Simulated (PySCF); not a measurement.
PySCF single point, PBE/6-31G*, density fitting, COSMO implicit chloroform (electrostatics alone), on chloroform, CHCl3 (SMILES ClC(Cl)Cl), charge 0, multiplicity 1.

```python
from pyscf import gto, scf, dft
mol = gto.M(atom='''
Cl     0.503337     1.376306    -0.829725
C      0.168225    -0.265295    -0.261163
Cl    -1.421842    -0.795249    -0.829764
Cl     1.421842    -1.376306    -0.830152
H      0.168124    -0.265469     0.830152
''', basis='6-31G*', charge=0, spin=0, verbose=3)
mf = dft.RKS(mol, xc='PBE')
mf = mf.density_fit()
mf = mf.PCM()
mf.with_solvent.method = 'COSMO'
mf.with_solvent.eps = 4.8069
mf.max_cycle = 100
e = mf.kernel()
print('converged', mf.converged)
print('E_total', e)
print('nao', mol.nao)
print('HOMO', mf.mo_energy[mf.mo_occ > 0].max())
mf.dip_moment()
```

It prints:

```

WARN: PCM is an experimental feature. It is still in testing.
Features and APIs may be changed in the future.

converged SCF energy = -1418.61890946613
converged True
E_total -1418.6189094661274
nao 70
HOMO -0.2697000506844458
Dipole moment(X, Y, Z, Debye):  0.00396, -0.00037,  1.53825
```

The total energy is -38602.59 eV, -0.08 eV from the same level's vacuum run.
